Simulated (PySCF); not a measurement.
Species: NO+, NO (charge +1).
Numbering: `[N:1]#[O+:2]`

Cartesian coordinates in Å at the PBE0-D3(BJ)/def2-SVP level; atoms count from 1:
```xyz
2
NO angstrom
N      0.553   -0.080    0.007
O     -0.504   -0.007   -0.029
```

Computed, not measured: core-valence-separated Tamm–Dancoff BHandHLYP/aug-pcX-1 in PySCF, non-relativistic, gas phase, PBE0-D3(BJ)/def2-SVP geometry. Absolute energies from this functional tend to lie a few eV below measured edges; no shift was applied.

The lowest roots of each edge with f over 0.003 (five at most, numbered afresh; weaker and dark ones are left out), with transition dipoles (au) in the frame of the coordinates:

| root | edge | E (eV) | f | μx | μy | μz |
| --- | --- | --- | --- | --- | --- | --- |
| 1 | N | 398.74 | 0.0933 | 0.0046 | 0.0211 | -0.0953 |
| 2 | N | 398.74 | 0.0933 | 0.0059 | 0.0951 | 0.0214 |
| 3 | N | 412.20 | 0.0084 | 0.0288 | -0.0020 | 0.0009 |
| 4 | N | 413.96 | 0.0059 | -0.0019 | -0.0202 | 0.0132 |
| 5 | N | 413.96 | 0.0059 | -0.0002 | -0.0132 | -0.0202 |
| 6 | O | 532.27 | 0.0620 | 0.0027 | 0.0066 | -0.0686 |
| 7 | O | 532.27 | 0.0620 | 0.0045 | 0.0685 | 0.0068 |
| 8 | O | 546.54 | 0.0038 | -0.0013 | -0.0139 | 0.0094 |
| 9 | O | 546.54 | 0.0038 | 0.0002 | 0.0095 | 0.0139 |
| 10 | O | 548.30 | 0.0186 | -0.0371 | 0.0025 | -0.0012 |

Question: What is the unit vector of the molecular axis, and which share of each root's |μ|² lies along it?

Answer: (-1.00, 0.07, -0.03), up to sign.

```json
{"root": "1", "core hole on": "N1", "share along it": "0.00", "final orbital": "π"}
{"root": "2", "core hole on": "N1", "share along it": "0.00", "final orbital": "π"}
{"root": "3", "core hole on": "N1", "share along it": "1.00", "final orbital": "σ"}
{"root": "4", "core hole on": "N1", "share along it": "0.00", "final orbital": "π"}
{"root": "5", "core hole on": "N1", "share along it": "0.00", "final orbital": "π"}
{"root": "6", "core hole on": "O2", "share along it": "0.00", "final orbital": "π"}
{"root": "7", "core hole on": "O2", "share along it": "0.00", "final orbital": "π"}
{"root": "8", "core hole on": "O2", "share along it": "0.00", "final orbital": "π"}
{"root": "9", "core hole on": "O2", "share along it": "0.00", "final orbital": "π"}
{"root": "10", "core hole on": "O2", "share along it": "1.00", "final orbital": "σ"}
```

The 1s orbitals are σ, so light polarised along the axis reaches σ orbitals and light across it π orbitals.

Question: For fixed molecules, how does the intensity of root 10 change when the electric field is turned 70° away from the molecular axis?

Answer: Intensity goes as (E·μ)², and μ lies along that direction, so it falls to cos²70° = 0.12 of its maximum; it vanishes at 90°.

Question: Molecules are fixed in this frame and the field points along x. What effective strengths 3 f cos²θ do the roots have (θ between field and μ)?

Answer: root 1 (N1): 0.001, root 2 (N1): 0.001, root 3 (N1): 0.025, root 4 (N1): 0.000, root 5 (N1): 0.000, root 6 (O2): 0.000, root 7 (O2): 0.001, root 8 (O2): 0.000, root 9 (O2): 0.000, root 10 (O2): 0.056. Root 10 is the strongest. Averaged over all orientations cos²θ is 1/3, which gives f back. For degenerate partners only the sum has meaning, as the program may mix them freely.

